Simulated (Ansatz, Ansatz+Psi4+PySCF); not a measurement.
```xyz
2

Si    0.0000    0.0000   -1.1904
Si    0.0000    0.0000    1.1904
```

Basis set: cc-pV(T+d)Z (spherical functions). Correlated methods keep 10 orbitals frozen. Correlation on ROHF uses semicanonical orbitals with singles. Charge 0, multiplicity 3.

Computed with Ansatz (development build ahead of 0.2.0); the reference of a correlated method needn't be the lowest determinant of its kind.

Q: Give the atomization energy at this shape (free ground-state atoms in the same class of orbitals less the molecule, no zero-point energy) of triplet Si₂ by UHF-BCCD(T), ROHF-CCSD(T).

A:

| method | atomization energy |
| --- | --- |
| UHF-BCCD(T) | 2.99 eV |
| ROHF-CCSD(T) | 2.99 eV |

Caution: the reference determinant was not shown to be the lowest.
